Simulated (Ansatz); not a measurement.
# AlNH3 (quartet): from Hartree-Fock to the top rungs, cc-pVDZ

The task here is to estimate one member of a computed series from the others.

Method: cc-pVDZ, core rule «outside noble gas», up to 6 orbitals frozen; program: Ansatz 0.2.0, Gaussian basis.

To be run: UHF; CCSD(T) on ROHF; CCSD(T) on UHF; BCCD(T) on ROHF; CISD; CCSDT(Q) on ROHF; CCSDT(Q) on UHF; CASSCF and MRCISD+Q, 11 electrons in 11 orbitals; CASSCF and NEVPT2, 11 electrons in 11 orbitals.

25 further runs of the same task are left out: 4 for a known fault of the program, 8 that didn't finish, 13 set aside as unsound or not needed.

## What is computed

The geometry is a PBE0/def2-TZVP stationary point (not a proven minimum) of the parent state, kept for this charge and spin.

5 atoms, charge 0, spin multiplicity 4.

Atoms are counted from 1 here; the program's logs count them from 0.

Bond lengths: Al1–N2 1.744 Å, Al1–H3 1.581 Å, Al1–H4 1.581 Å, N2–H5 1.005 Å. Angles: N2–Al1–H3 117.1°, N2–Al1–H4 117.1°, H3–Al1–H4 125.8°, Al1–N2–H5 180.0°.

As a file:

```xyz
5
AlH3N
Al    0.0000    0.0000    0.5851
N     0.0000    0.0000   -1.1592
H     0.0000    1.4073    1.3050
H     0.0000   -1.4073    1.3050
H     0.0000    0.0000   -2.1640
```

Set-up of the first run:

in.yaml

```yaml
crystal:
  periodic: [false, false, false]
  atoms:
    - {symbol: Al, position_ang: [0.000000, 0.000000, 0.585096]}
    - {symbol: N, position_ang: [0.000000, 0.000000, -1.159176]}
    - {symbol: H, position_ang: [0.000000, 1.407264, 1.304973]}
    - {symbol: H, position_ang: [0.000000, -1.407264, 1.304973]}
    - {symbol: H, position_ang: [0.000000, 0.000000, -2.164038]}
basis:
  gaussian: {orbitals: cc-pVDZ}
magnetization: {spin_polarized: true, initial_magnetization: 3}
hamiltonian: {xc: hf}
output: {orbitals: {seedname: orbitals}}
```

Started as:

```sh
$ ansatz run in.yaml --threads 1 --pin off --events-out ev --progress --plain --max-ram 2393MiB
```

Steps of the session up to this table: UHF; CCSD(T) on ROHF; CCSD(T) on UHF; BCCD(T) on ROHF; CISD; CCSDT(Q) on ROHF; CCSDT(Q) on UHF; CASSCF and MRCISD+Q, 11 electrons in 11 orbitals; CASSCF and NEVPT2, 11 electrons in 11 orbitals.

One table of the session follows, with a row left open; its other results are not shown here.

It belongs to the step «Misses and costs». 

| method | from UCCSDT(Q) (kJ/mol) |
| --- | --- |
| ROHF | +601.0 |
| UHF | +572.0 |
| RMP2 | +127.3 |
| UMP2 | +128.0 |
| CISD | +60.1 |
| RCCSD | +17.7 |
| UCCSD | +17.6 |
| RCCSD(T) | +4.7 |
| UCCSD(T) | +5.0 |
| BCCD(T) | +4.6 |
| RCCSDT | +0.9 |
| UCCSDT | +0.8 |
| RCCSDT(Q) | +0.2 |
| UCCSDT(Q) | 0 |
| CASSCF valence | +397.9 |
| NEVPT2 valence | ? |
| MRCISD valence | +29.1 |
| MRCISD+Q valence | +6.1 |

Q: Estimate the row for NEVPT2 valence from the others.

**Answer.** from UCCSDT(Q) (kJ/mol): +98.5. In the column «from UCCSDT(Q) (kJ/mol)» it lies between CISD (+60.1) and RMP2 (+127.3).

To keep in mind: Restricted and unrestricted rows rest on different reference determinants; where their highest levels disagree by more than a few hundredths of an eV, they describe different states and don't form one ladder.
